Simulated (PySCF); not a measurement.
**Reproducing measurements on CHCl2F**

**The experiment to reproduce.**

From NIST CCCBDB Release 22 (SRD 101), experimental dipoles, for the gas: dipole moment (dielectric constant against temperature) 1.29 D.

The runs below try to reproduce these values; the comparison stands at the end.

CHCl₂F.
SMILES with atom numbers: `[F:1][CH:2]([Cl:3])[Cl:4]` (hydrogens: H5 on C2)

Structure used (PBE0-D3(BJ)/def2-SVP), in Å, numbered top down from 1:
```xyz
5
CHCl2F angstrom
F     -0.2574    0.9584   -0.7860
C     -0.2085   -0.0682    0.0624
Cl     1.2540   -1.0124   -0.2302
Cl    -1.6625   -1.0558   -0.1160
H     -0.1743    0.3010    1.0960
```

Runs made with PySCF (gas phase, on this PBE0-D3(BJ)/def2-SVP geometry; no spin–orbit coupling):

```tsv
level	job	basis functions	wall time
PBE0-D3(BJ)/def2-SVP, grid level 1	geometry optimisation from a GFN2-xTB start shaken at random	69	11 s
```

Hardware: Arm Neoverse N1, one thread, no GPU, on a shared host.

**Comparison with experiment**

**Dipole moment.** Measured: 1.29 D (NIST CCCBDB Release 22 (SRD 101), experimental dipoles).

| level | computed (D) | computed − measured (D) | % (from the printed values) |
| --- | --- | --- | --- |
| PBE0-D3(BJ)/def2-SVP | 1.31 | +0.02 | +2 |

The computed dipoles belong to one fixed geometry; measured ones are averaged over vibrations unless marked μe. Magnitudes are compared, not signs.

The geometry is computed, not the measured one. Where a level misses, the cause wasn't examined.
